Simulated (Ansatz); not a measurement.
Mulliken charges of BH3S, SMILES `BS` from ωB97M-V/def2-TZVPP in Ansatz (PBE0-D4/def2-TZVP geometry).

```tsv
atom	x (Å)	y (Å)	z (Å)	charge (e)
B1	-0.392	-0.421	0.088	-0.165
S2	0.162	1.237	-0.154	-0.102
H3	-1.563	-0.556	0.264	0.073
H4	0.367	-1.338	0.074	0.078
H5	1.476	1.004	-0.314	0.116
```

By hand: the dipole of these point charges (1 e Å = 4.8032 D).

Σ q r = (0.134, -0.085, -0.010) e Å, of length 0.159 e Å = 0.76 D.

How does the dipole of the full density compare? (Estimate.)

The calculation gave: (0.182, -0.007, -0.025) e Å, 0.88 D; the point charges give 0.86 times that, at 30° from its direction.

Point charges leave out the atoms' own dipoles, such as those of lone pairs, and Mulliken's split depends on the basis, so the two needn't agree.
